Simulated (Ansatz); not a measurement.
BClH$_{2}$S (`SBCl`). Charge 0, multiplicity 1. The geometry is a stationary point of PBE0-D4/def2-TZVP. It is one conformer, not always the lowest.

```xyz
5

S     0.456    1.208   -0.367
B     0.049   -0.466    0.075
Cl    1.288   -1.689   -0.053
H    -0.758    1.722   -0.109
H    -1.035   -0.774    0.453
```

(1) What is the dipole moment at PBE/def2-TZVPP? (Best estimate.)

(2) And with r2SCAN, B3LYP, ωB97M-V? (An estimate is asked.)

(3) Give the Mulliken charges with PBE, r2SCAN, B3LYP in def2-TZVPP. (Estimate.)

## Answers

(1) The calculation gave: 1.45 D, with components (-1.09, 0.95, 0.14) D in this frame, pointing from negative to positive charge.

(2) Computed: r2SCAN 1.54 D, B3LYP 1.52 D, ωB97M-V 1.52 D.

(3) Computed: 
```csv
atom,PBE,r2SCAN,B3LYP
S1,-0.11,-0.09,-0.11
B2,0.08,0.11,0.09
Cl3,-0.12,-0.14,-0.14
H4,0.12,0.11,0.11
H5,0.02,0.02,0.04
```

B3LYP here is the variant with VWN-RPA as its local correlation; programs differ in this.
